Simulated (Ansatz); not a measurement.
**HCl with HCl: superposition error and deformation**

Aim: split the binding of a pair into the counterpoise interaction, the basis-set superposition error and the cost of deforming the fragments.

Method: PBE0-D4 structures, single points in def2-TZVPPD; program: Ansatz 0.2.0, Gaussian basis.

Levels: PBE-D4, revPBE-D4, BLYP-D4, r2SCAN-D4, B97M-V, PBE0-D4, B3LYP-D4, HSE06-D4, wB97X-V, wB97M-V, B2PLYP, Hartree-Fock, MP2, CCSD, CCSD(T).

Cores are frozen in the correlated methods. B3LYP uses VWN-RPA correlation. B2PLYP carries no dispersion term here.

129 further runs of the same task are left out: 129 set aside as unsound or not needed.

## (1) Starting geometry

The relaxed pair: 4 atoms, charge 0, spin multiplicity 1.

Atoms are counted from 1 here; the program's logs count them from 0.

Bond lengths: Cl1–H2 1.286 Å, Cl3–H4 1.281 Å.

Geometry (Å):

```xyz
4
charge 0, multiplicity 1
Cl    0.15108   -0.16499   -2.17574
H    -0.27303    0.01733   -0.97566
Cl   -0.55153    0.23231    1.47701
H     0.67348   -0.08465    1.67439
```

Atoms 1 to 2 are fragment A (HCl), the rest fragment B (HCl). From earlier runs, pair energy (eV) and counterpoise interaction (meV):

```csv
method,E(pair),interaction
PBE-D4,-25068.83849,-110
revPBE-D4,-25074.76025,-89
BLYP-D4,-25079.00574,-90
r2SCAN-D4,-25077.39866,-92
B97M-V,-25072.62202,-93
PBE0-D4,-25070.86863,-98
B3LYP-D4,-25080.17986,-90
HSE06-D4,-25070.43585,-99
wB97X-V,-25075.38071,-81
wB97M-V,-25077.64199,-79
B2PLYP,-25072.05103,-62
Hartree-Fock,-25039.91325,-2
MP2,-25051.16764,-78
CCSD(T),-25052.72082,-63
```

First each fragment is run alone in its own basis, frozen in the shape it has in the pair (a, b).

## (2) PBE-D4/def2-TZVPPD

Contents of a/in.yaml:

```yaml
crystal:
  periodic: [false, false, false]
  atoms:
    - {symbol: Cl, position_ang: [0.151077, -0.164994, -2.175738]}
    - {symbol: H, position_ang: [-0.273025, 0.017332, -0.975661]}
basis:
  gaussian: {orbitals: "def2-TZVPPD.json"}
hamiltonian: {xc: pbe, dispersion: d4}
```

Contents of b/in.yaml:

```yaml
crystal:
  periodic: [false, false, false]
  atoms:
    - {symbol: Cl, position_ang: [-0.551531, 0.232313, 1.477008]}
    - {symbol: H, position_ang: [0.673480, -0.084650, 1.674390]}
basis:
  gaussian: {orbitals: "def2-TZVPPD.json"}
hamiltonian: {xc: pbe, dispersion: d4}
```

The basis file named in the input lies beside it (Basis Set Exchange, JSON).

One command serves all of them, each in its own folder.

Launch:

```
ansatz run in.yaml --threads 2 --pin off --events-out ev --progress --plain --max-ram 5222MiB
```

Output in a:

```text
Functional definition: PBE
  name "PBE"
  cite "Perdew, Burke & Ernzerhof, Phys. Rev. Lett. 77, 3865 (1996) doi:10.1103/PhysRevLett.77.3865"
  parent pbe
  parameter kappa = 0.804
  parameter beta = 0.06672455060314922
  exchange = pbe_x(kappa = kappa, mu = beta*pi^2/3)
  correlation = pbe_c(beta = beta)
383 factors; their error is unknown
mean field evaluation 1: about -12534.0160 eV, gradient 1.2e1 eV
mean field evaluation 2: about -12533.9642 eV, gradient 1.4e1 eV
mean field evaluation 4: about -12534.3637 eV, gradient 5.2e-1 eV
mean field evaluation 8: about -12534.3571 eV, gradient 4.3e-3 eV
mean field -12534.35714843 eV, -460.6291291123 hartree, gradient 5.3e-5 eV, S^2 0.000000; 0 other end points of the search recorded, 0 dependent functions left out
reference -12534.35719719 eV, -460.6291309044 hartree; 9, 9 occupied and 59, 59 virtual orbitals, 383 factors
Total energy: -12534.36286504 eV, -460.6293391938 hartree
```

b printed, cut to the lines that bear on the results:

```text
[... 4 set-up lines as earlier in the session ...]
[...]
383 factors; their error is unknown
[...]
mean field -12534.35629122 eV, -460.6290976106 hartree, gradient 5.2e-5 eV, S^2 0.000000; 0 other end points of the search recorded, 0 dependent functions left out
reference -12534.35633997 eV, -460.6290994022 hartree; 9, 9 occupied and 59, 59 virtual orbitals, 383 factors
Total energy: -12534.36200287 eV, -460.6293075097 hartree
```

Wall times: 0.3 s (a), 0.3 s (b) on 2 threads of Intel Xeon Platinum 8259CL at 2.50GHz, shared host.

## (3) r2SCAN-D4/def2-TZVPPD

Each input of step 2 (a, b) changes in the same lines:

```diff
-hamiltonian: {xc: pbe, dispersion: d4}
+hamiltonian: {xc: r2scan, dispersion: d4}
```

The same command starts each run, in its folder.

Launch:

```
ansatz run in.yaml --threads 2 --pin off --events-out ev --progress --plain --max-ram 5222MiB
```

Output in a, cut to the lines that bear on the results:

```text
Functional definition: r2SCAN
  name "r2SCAN"
  cite "Furness, Kaplan, Ning, Perdew & Sun, J. Phys. Chem. Lett. 11, 8208 (2020) doi:10.1021/acs.jpclett.0c02405"
  cite "Furness, Kaplan, Ning, Perdew & Sun, J. Phys. Chem. Lett. 11, 9248 (2020) doi:10.1021/acs.jpclett.0c03077"
  parent r2scan
[...]
383 factors; their error is unknown
[...]
mean field -12538.65014415 eV, -460.7868937951 hartree, gradient 4.5e-6 eV, S^2 0.000000; 0 other end points of the search recorded, 0 dependent functions left out
reference -12538.65016113 eV, -460.7868944194 hartree; 9, 9 occupied and 59, 59 virtual orbitals, 383 factors
Total energy: -12538.65142863 eV, -460.7869409988 hartree
```

b printed, cut to the lines that bear on the results:

```text
[... 5 set-up lines as earlier in the session ...]
[...]
383 factors; their error is unknown
[...]
mean field -12538.65081547 eV, -460.7869184659 hartree, gradient 4.4e-6 eV, S^2 0.000000; 0 other end points of the search recorded, 0 dependent functions left out
reference -12538.65083246 eV, -460.7869190900 hartree; 9, 9 occupied and 59, 59 virtual orbitals, 383 factors
Total energy: -12538.65209881 eV, -460.7869656275 hartree
```

Times: 0.65 s (a), 0.7 s (b) on 2 threads of Intel Xeon Platinum 8259CL at 2.50GHz, shared host.

## (4) PBE0-D4/def2-TZVPPD

The same edit goes into each in.yaml of step 3 (a, b):

```diff
-hamiltonian: {xc: r2scan, dispersion: d4}
+hamiltonian: {xc: pbe0, dispersion: d4}
+output: {orbitals: {seedname: orbitals}}
```

The same command starts each run, in its folder.

Launch:

```
ansatz run in.yaml --threads 2 --pin off --events-out ev --progress --plain --max-ram 5222MiB
```

Log of a, cut to the lines that bear on the results:

```text
Functional definition: PBE0
  name "PBE0"
  cite "Adamo & Barone, J. Chem. Phys. 110, 6158 (1999) doi:10.1063/1.478522"
[... 2 set-up lines as earlier in the session ...]
[...]
393 factors; their error is unknown
[...]
mean field -12535.37859100 eV, -460.6666664343 hartree, gradient 1.8e-5 eV, S^2 0.000000; 0 other end points of the search recorded, 0 dependent functions left out
reference -12535.37862642 eV, -460.6666677360 hartree; 9, 9 occupied and 59, 59 virtual orbitals, 393 factors
Total energy: -12535.38320979 eV, -460.6668361720 hartree
```

b printed, cut to the lines that bear on the results:

```text
[... 5 set-up lines as earlier in the session ...]
[...]
393 factors; their error is unknown
[...]
mean field -12535.37941666 eV, -460.6666967770 hartree, gradient 1.8e-5 eV, S^2 0.000000; 0 other end points of the search recorded, 0 dependent functions left out
reference -12535.37945207 eV, -460.6666980782 hartree; 9, 9 occupied and 59, 59 virtual orbitals, 393 factors
Total energy: -12535.38403139 eV, -460.6668663653 hartree
```

They took 0.35 s (a), 0.35 s (b) on 2 threads of Intel Xeon Platinum 8259CL at 2.50GHz, shared host.

## (5) B3LYP-D4/def2-TZVPPD

Each input of step 4 (a, b) changes in the same lines:

```diff
-hamiltonian: {xc: pbe0, dispersion: d4}
-output: {orbitals: {seedname: orbitals}}
+hamiltonian: {xc: {name: B3LYP}, dispersion: d4}
```

One command serves all of them, each in its own folder.

Launch:

```
ansatz run in.yaml --threads 2 --pin off --events-out ev --progress --plain --max-ram 5222MiB
```

a printed, cut to the lines that bear on the results:

```text
Functional definition: B3LYP
  name "B3LYP"
  cite "Stephens, Devlin, Chabalowski & Frisch, J. Phys. Chem. 98, 11623 (1994) doi:10.1021/j100096a001"
  cite "Becke, Phys. Rev. A 38, 3098 (1988) doi:10.1103/PhysRevA.38.3098"
  cite "Lee, Yang & Parr, Phys. Rev. B 37, 785 (1988) doi:10.1103/PhysRevB.37.785"
  cite "Vosko, Wilk & Nusair, Can. J. Phys. 58, 1200 (1980) doi:10.1139/p80-159"
[...]
393 factors; their error is unknown
[...]
mean field -12540.03357690 eV, -460.8377340110 hartree, gradient 2.4e-5 eV, S^2 0.000000; 0 other end points of the search recorded, 0 dependent functions left out
reference -12540.03377953 eV, -460.8377414576 hartree; 9, 9 occupied and 59, 59 virtual orbitals, 393 factors
Total energy: -12540.04297704 eV, -460.8380794598 hartree
```

Log of b, cut to the lines that bear on the results:

```text
[... 6 set-up lines as earlier in the session ...]
[...]
393 factors; their error is unknown
[...]
mean field -12540.03394395 eV, -460.8377474999 hartree, gradient 2.3e-5 eV, S^2 0.000000; 0 other end points of the search recorded, 0 dependent functions left out
reference -12540.03414650 eV, -460.8377549433 hartree; 9, 9 occupied and 59, 59 virtual orbitals, 393 factors
Total energy: -12540.04333594 eV, -460.8380926490 hartree
```

Times: 0.4 s (a), 0.4 s (b) on 2 threads of Intel Xeon Platinum 8259CL at 2.50GHz, shared host.

## (6) wB97X-V/def2-TZVPPD

Each input of step 5 (a, b) changes in the same lines:

```diff
-hamiltonian: {xc: {name: B3LYP}, dispersion: d4}
+hamiltonian: {xc: {name: wB97X-V}}
```

Each run has its own folder and the same command.

Launch:

```
ansatz run in.yaml --threads 2 --pin off --events-out ev --progress --plain --max-ram 5222MiB
```

a printed, cut to the lines that bear on the results:

```text
Functional definition: wB97X-V
  name "wB97X-V"
  cite "Mardirossian & Head-Gordon, Phys. Chem. Chem. Phys. 16, 9904 (2014) doi:10.1039/C3CP54374A"
  cite "Becke, J. Chem. Phys. 107, 8554 (1997) doi:10.1063/1.475007"
  cite "Vydrov & Van Voorhis, J. Chem. Phys. 133, 244103 (2010) doi:10.1063/1.3521275"
[...]
      + integral(e_c_pw_opposite_spin*poly(b97_u_opposite, cos0, cos1)) + vv10(b, c)
386 factors; their error is unknown
85 factors; integrals over basis functions are off by at most 5.7e-5 eV
[...]
mean field -12537.64761919 eV, -460.7500516825 hartree, gradient 1.8e-5 eV, S^2 0.000000; 0 other end points of the search recorded, 0 dependent functions left out
reference -12537.64761691 eV, -460.7500515986 hartree; 9, 9 occupied and 59, 59 virtual orbitals, 386 factors
Total energy: -12537.64761691 eV, -460.7500515986 hartree
```

b printed, cut to the lines that bear on the results:

```text
[... 5 set-up lines as earlier in the session ...]
[...]
      + integral(e_c_pw_opposite_spin*poly(b97_u_opposite, cos0, cos1)) + vv10(b, c)
386 factors; their error is unknown
85 factors; integrals over basis functions are off by at most 5.7e-5 eV
[...]
mean field -12537.64879018 eV, -460.7500947154 hartree, gradient 1.8e-5 eV, S^2 0.000000; 0 other end points of the search recorded, 0 dependent functions left out
reference -12537.64878789 eV, -460.7500946315 hartree; 9, 9 occupied and 59, 59 virtual orbitals, 386 factors
Total energy: -12537.64878789 eV, -460.7500946315 hartree
```

They took 0.95 s (a), 0.95 s (b) on 2 threads of Intel Xeon Platinum 8259CL at 2.50GHz, shared host.

## (7) wB97M-V/def2-TZVPPD

The same edit goes into each in.yaml of step 6 (a, b):

```diff
-hamiltonian: {xc: {name: wB97X-V}}
+hamiltonian: {xc: {name: wB97M-V}}
```

Each run has its own folder and the same command.

Launch:

```
ansatz run in.yaml --threads 2 --pin off --events-out ev --progress --plain --max-ram 5222MiB
```

Log of a, cut to the lines that bear on the results:

```text
Functional definition: wB97M-V
  name "wB97M-V"
  cite "Mardirossian & Head-Gordon, J. Chem. Phys. 144, 214110 (2016) doi:10.1063/1.4952647"
[... 2 set-up lines as earlier in the session ...]
  # Of w^i u^j: cxij and so on, Table III.
[...]
  gx(w, u) = 1 - cx + cx01*u + cx10*w
[...]
      + integral(e_c_pw_mod_opposite_spin*gos(b97_w_opposite, b97_u_opposite)) + vv10(b, c)
386 factors; their error is unknown
85 factors; integrals over basis functions are off by at most 5.7e-5 eV
[...]
mean field -12538.77939222 eV, -460.7916435741 hartree, gradient 1.8e-5 eV, S^2 0.000000; 0 other end points of the search recorded, 0 dependent functions left out
reference -12538.77945077 eV, -460.7916457258 hartree; 9, 9 occupied and 59, 59 virtual orbitals, 386 factors
Total energy: -12538.77945077 eV, -460.7916457258 hartree
```

Output in b, cut to the lines that bear on the results:

```text
[... 5 set-up lines as earlier in the session ...]
  # Of w^i u^j: cxij and so on, Table III.
[...]
  gx(w, u) = 1 - cx + cx01*u + cx10*w
[...]
      + integral(e_c_pw_mod_opposite_spin*gos(b97_w_opposite, b97_u_opposite)) + vv10(b, c)
386 factors; their error is unknown
85 factors; integrals over basis functions are off by at most 5.7e-5 eV
[...]
mean field -12538.78033121 eV, -460.7916780814 hartree, gradient 1.8e-5 eV, S^2 0.000000; 0 other end points of the search recorded, 0 dependent functions left out
reference -12538.78038974 eV, -460.7916802324 hartree; 9, 9 occupied and 59, 59 virtual orbitals, 386 factors
Total energy: -12538.78038974 eV, -460.7916802324 hartree
```

They took 0.95 s (a), 0.95 s (b) on 2 threads of Intel Xeon Platinum 8259CL at 2.50GHz, shared host.

## (8) B2PLYP/def2-TZVPPD

Each input of step 7 (a, b) changes in the same lines:

```diff
-hamiltonian: {xc: {name: wB97M-V}}
+hamiltonian: {xc: {name: B2PLYP}}
```

The same command starts each run, in its folder.

Launch:

```
ansatz run in.yaml --threads 2 --pin off --events-out ev --progress --plain --max-ram 5222MiB
```

Log of a, cut to the lines that bear on the results:

```text
Functional definition: B2PLYP
  name "B2PLYP"
  cite "Grimme, J. Chem. Phys. 124, 034108 (2006) doi:10.1063/1.2148954"
[... 2 set-up lines as earlier in the session ...]
[...]
386 factors; integrals over basis functions are off by at most 1.1e-3 eV
[...]
mean field -12534.16697662 eV, -460.6221404271 hartree, gradient 1.1e-6 eV, S^2 0.000000; 0 other end points of the search recorded, 0 dependent functions left out
5 core orbitals not correlated: weight in the atoms' cores, before any rotation towards them, 1.000 or more for the frozen orbitals, at most 0.000 for the correlated occupied ones
reference -12534.16710094 eV, -460.6221449960 hartree; 4, 4 occupied and 59, 59 virtual orbitals, 386 factors
second order -6.75228033 eV of doubles, -0.00000000 eV of singles
Total energy: -12535.99021663 eV, -460.6891432619 hartree
```

Log of b, cut to the lines that bear on the results:

```text
[... 5 set-up lines as earlier in the session ...]
[...]
386 factors; integrals over basis functions are off by at most 1.1e-3 eV
[...]
mean field -12534.16882364 eV, -460.6222083040 hartree, gradient 1.1e-6 eV, S^2 0.000000; 0 other end points of the search recorded, 0 dependent functions left out
5 core orbitals not correlated: weight in the atoms' cores, before any rotation towards them, 1.000 or more for the frozen orbitals, at most 0.000 for the correlated occupied ones
reference -12534.16894792 eV, -460.6222128711 hartree; 4, 4 occupied and 59, 59 virtual orbitals, 386 factors
second order -6.74964009 eV of doubles, -0.00000000 eV of singles
Total energy: -12535.99135074 eV, -460.6891849397 hartree
```

Times: 0.5 s (a), 0.55 s (b) on 2 threads of Intel Xeon Platinum 8259CL at 2.50GHz, shared host.

## (9) BLYP-D4/def2-TZVPPD

Each input of step 8 (a, b) changes in the same lines:

```diff
-hamiltonian: {xc: {name: B2PLYP}}
+hamiltonian: {xc: {name: BLYP}, dispersion: d4}
```

Each run has its own folder and the same command.

Launch:

```
ansatz run in.yaml --threads 2 --pin off --events-out ev --progress --plain --max-ram 5222MiB
```

a printed, cut to the lines that bear on the results:

```text
Functional definition: BLYP
  name "BLYP"
[... 2 set-up lines as earlier in the session ...]
[...]
383 factors; their error is unknown
[...]
mean field -12539.44280505 eV, -460.8160235460 hartree, gradient 6.1e-5 eV, S^2 0.000000; 0 other end points of the search recorded, 0 dependent functions left out
reference -12539.44307169 eV, -460.8160333449 hartree; 9, 9 occupied and 59, 59 virtual orbitals, 383 factors
Total energy: -12539.45657668 eV, -460.8165296440 hartree
```

Output in b, cut to the lines that bear on the results:

```text
[... 4 set-up lines as earlier in the session ...]
[...]
383 factors; their error is unknown
[...]
mean field -12539.44167883 eV, -460.8159821583 hartree, gradient 6.0e-5 eV, S^2 0.000000; 0 other end points of the search recorded, 0 dependent functions left out
reference -12539.44194539 eV, -460.8159919540 hartree; 9, 9 occupied and 59, 59 virtual orbitals, 383 factors
Total energy: -12539.45543864 eV, -460.8164878218 hartree
```

They took 0.3 s (a), 0.35 s (b) on 2 threads of Intel Xeon Platinum 8259CL at 2.50GHz, shared host.

[end of part 1 of 3]
